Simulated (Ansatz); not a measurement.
We consider rock-salt TiN, described by PBE (PAW; Ansatz, a first-principles code).

Run with plane-wave cutoff 520 eV, 16×16×16 k mesh, Fermi–Dirac smearing 0.1 eV, perturbation theory, force constants from a 4×4×4 q mesh, no spin polarisation, scalar-relativistic PAW data made under PBE.

### Question
What does this level give for the TO(Γ) frequency and zero-point energy?

### Answer

- TO(Γ) frequency = 504 cm⁻¹
- zero-point energy = 0.071 eV/atom

Cost on a shared machine: very roughly 13 core-minutes.
